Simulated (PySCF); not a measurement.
## SMILES O=C/C=C(/[O-])Cl, [C3H2ClO2]-, charge -1

Geometry:
| atom | x (Å) | y (Å) | z (Å) |
| --- | --- | --- | --- |
| O1 | -1.743 | 0.372 | 0.522 |
| C2 | -0.786 | 1.145 | 0.424 |
| C3 | 0.577 | 0.772 | 0.434 |
| C4 | 1.699 | 1.581 | 0.328 |
| O5 | 2.877 | 1.361 | 0.326 |
| Cl6 | 1.272 | 3.461 | 0.145 |
| H7 | -0.974 | 2.231 | 0.318 |
| H8 | 0.806 | -0.285 | 0.537 |

Total charge -1.

Level of theory: quadratic response CAM-B3LYP/aug-cc-pVTZ first hyperpolarisability, Taylor convention, gas phase (PySCF 2.14.0). Geometry: PBE0-D3(BJ)/def2-TZVP.

For a gas-phase anion, states above the detachment energy (about 3.2 eV, taken as minus the energy of the highest occupied orbital) lie in the continuum and depend on the basis.

(1) Give the tensor of the second harmonic β(−2ω;ω,ω) at 1907 nm in the axes of these coordinates.

## Answers

(1) In au, Taylor convention; rows are the first index (the induced dipole):
```tsv
	xx	yy	zz	xy	xz	yz
x	+128.4	-77.8	+4.0	-106.4	+8.4	+10.7
y	-103.4	-100.9	-1.9	-75.9	+10.4	+11.8
z	+8.1	+11.8	-0.2	+10.4	+3.5	-1.8
```
Norm of βᵢ = ⅓ Σⱼ (βᵢⱼⱼ + βⱼᵢⱼ + βⱼⱼᵢ): 216.3 au, hyper-Rayleigh value 105.1 au.
